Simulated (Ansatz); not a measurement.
Geometry optimisation, RKS PBE-D4/6-31G* (Ansatz).

Input:

```yaml
crystal:
  periodic: [false, false, false]
  atoms:
    - { symbol: Si, position_ang: [0.26932, 0.044788, -0.088248] }
    - { symbol: F, position_ang: [0.226885, -0.061334, 1.523443] }
    - { symbol: H, position_ang: [1.734933, 0.006008, -0.425419] }
    - { symbol: H, position_ang: [-0.296754, 1.326083, -0.605018] }
    - { symbol: H, position_ang: [-0.373259, -1.14972, -0.724002] }
    - { symbol: O, position_ang: [-2.446582, 0.085132, 0.869751] }
    - { symbol: H, position_ang: [-2.678534, -0.831934, 0.613721] }
    - { symbol: H, position_ang: [-1.887009, -0.048724, 1.679073] }
basis:
  gaussian: { orbitals: "6-31G*" }
hamiltonian:
  xc: pbe
  dispersion: d4
relax:
  f_tol: 0.03
  max_steps: 50
```

Command:

```bash
$ ansatz run input.yaml --threads 1 --pin off --max-ram 2048MiB --backend cpu --events-out ev --progress --plain --runs-dir out
```

Where does it end, and by what steps?

The forces met the threshold. After 6 steps the energy has fallen by 0.024 eV; H7 moved furthest, 0.15 Å.

| step | energy less start (eV) | largest force component (eV/Å) | accepted |
| --- | --- | --- | --- |
| 0 | 0.0000 | 0.832 | yes |
| 1 | 0.0154 | 1.263 | no |
| 2 | -0.0148 | 0.445 | yes |
| 3 | -0.0203 | 0.338 | yes |
| 4 | -0.0224 | 0.136 | yes |
| 5 | -0.0233 | 0.066 | yes |
| 6 | -0.0236 | 0.028 | yes |

```xyz
8
Properties=species:S:1:pos:R:3
Si 0.279 0.040 -0.113
F 0.156 -0.113 1.519
H 1.754 0.011 -0.398
H -0.271 1.346 -0.582
H -0.342 -1.134 -0.803
O -2.461 0.054 0.844
H -2.702 -0.890 0.755
H -1.864 0.055 1.622
```

Whether the end is a true minimum wasn't checked by a vibrational analysis.

Run time: 14 s on 1 thread of Arm Neoverse V1 (shared host), peak memory 0.12 GiB.
